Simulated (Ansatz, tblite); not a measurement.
Cost and result up the ladder for SiCl2H2 (SiH₂Cl₂) (5 atoms). The state is a singlet with charge 0. Geometry: PBE-D4/def2-TZVP.

```
atom   x (Å)   y (Å)   z (Å)
 Si1   0.075   0.112   0.041
 Cl2  -0.989  -1.115   1.301
 Cl3  -0.116  -0.524  -1.904
  H4   1.511   0.042   0.419
  H5  -0.481   1.486   0.143
```

Ansatz on 4 threads of Arm Neoverse V2 on a shared host; xTB runs through tblite on one thread. Times are rough, summed over both states, and most runs start from the orbitals of an earlier one. PBE0-D4/def2-TZVP serves as the yardstick here, not as an exact answer. The other state is a doublet.

The xTB rows come from tblite. Correlated methods freeze 15 core orbitals. In CCSD on the charge 1 doublet the largest single amplitude is 0.41, so its Hartree–Fock determinant may place the open shell otherwise than the density functionals do.

Run but left out: HF/def2-TZVPP, MP2/def2-TZVPP (charge +1 doublet: a determinant that CCSD turns far, T1 0.074).

Correlated methods converge slowly with the basis.

Raw xTB energies of ions are shifted by several eV.

| level | functions | vertical IE (eV) | difference from PBE0-D4/def2-TZVP (eV) | remarks |
| --- | --- | --- | --- | --- |
| CCSD(T)/def2-TZVPP | 154 | 11.77 | 0.48 | large T1 (0.074) (+1 doublet) |
| GFN2-xTB | 29 | 14.64 | 3.35 | – |
| PBE-D4/def2-TZVP | 123 | 10.80 | -0.49 | – |
| r2SCAN-D4/def2-TZVP (with forces) | 123 | 11.04 | -0.24 | – |
| GFN1-xTB | 31 | 15.18 | 3.89 | – |
| PBE0-D4/def2-TZVP | 123 | 11.29 | 0.00 | – |

(1) Estimate how long each takes.

Results:

(1) GFN1-xTB 0.006 s; GFN2-xTB 0.006 s; PBE-D4/def2-TZVP 1.9 s; PBE0-D4/def2-TZVP 3.9 s; r2SCAN-D4/def2-TZVP (with forces) 4.7 s; CCSD(T)/def2-TZVPP 15 s. On shared hardware such times vary by a factor of up to 3.
